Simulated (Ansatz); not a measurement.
**Li₂ (triplet): wave-function methods side by side, aug-cc-pVTZ**

One table from this session's results is given with a row withheld; the runs are named, their logs left out.

Program: Ansatz 0.2.0, Gaussian basis. Level of theory: aug-cc-pVTZ, core rule «outside noble gas», up to 2 orbitals frozen. These are calculated values, not measurements.

Plan: UHF; CCSD(T) on ROHF; CCSD(T) on UHF; BCCD(T) on ROHF; CASSCF and MRCISD+Q, 2 electrons in 8 orbitals; CASSCF and MRCISD+Q(relaxed), 2 electrons in 8 orbitals; CASSCF and NEVPT2, 2 electrons in 8 orbitals; Full CI.

21 further runs of the same task are left out: 5 for a known fault of the program, 5 that didn't finish, 11 set aside as unsound or not needed.

### The geometry

The geometry is a PBE0/def2-TZVPD stationary point (not a proven minimum) of the parent state, kept for this charge and spin.

2 atoms, charge 0, spin multiplicity 3.

Atoms are counted from 1 here; the program's logs count them from 0.

No contacts short enough for the rule that draws bonds.

Set-up of the first run:

The input, in.yaml:

```yaml
crystal:
  periodic: [false, false, false]
  atoms:
    - {symbol: Li, position_ang: [0.000000, 0.000000, 0.000000]}
    - {symbol: Li, position_ang: [0.000000, 0.000000, 3.117600]}
basis:
  gaussian: {orbitals: aug-cc-pVTZ}
magnetization: {spin_polarized: true, initial_magnetization: 2}
hamiltonian: {xc: hf}
output: {orbitals: {seedname: orbitals}}
```

Command:

```
> ansatz run in.yaml --threads 1 --pin off --events-out ev --progress --plain --max-ram 2393MiB
```

Among the steps run: UHF; CCSD(T) on ROHF; CCSD(T) on UHF; BCCD(T) on ROHF; CASSCF and MRCISD+Q, 2 electrons in 8 orbitals; CASSCF and MRCISD+Q(relaxed), 2 electrons in 8 orbitals; CASSCF and NEVPT2, 2 electrons in 8 orbitals; Full CI.

One of the session's tables, all rows but one given; the rest of the session is left out.

| method | from FCI (kcal/mol) |
| --- | --- |
| ROHF | +3.00 |
| UHF | +2.97 |
| RMP2 | +1.54 |
| UMP2 | ? |
| RCCSD | 0.00 |
| UCCSD | -0.03 |
| RCCSD(T) | 0.00 |
| UCCSD(T) | -0.03 |
| BCCD(T) | 0.00 |
| CASSCF valence | +0.07 |
| NEVPT2 valence | +0.03 |
| MRCISD valence | 0.00 |
| MRCISD+Q valence | 0.00 |
| MRCISD+Q(relaxed) valence | 0.00 |
| FCI | 0 |

Estimate the missing values for UMP2.

The run gave: from FCI (kcal/mol): +1.51. In the column «from FCI (kcal/mol)» it lies between CASSCF valence (+0.07) and RMP2 (+1.54).

Caveats from the session: Levels on UHF freeze UHF's core orbitals, full CI those of ROHF, so the U rows can settle a little off it for that reason alone. Restricted and unrestricted rows rest on different reference determinants; where their highest levels disagree by more than a few hundredths of an eV, they describe different states and don't form one ladder.
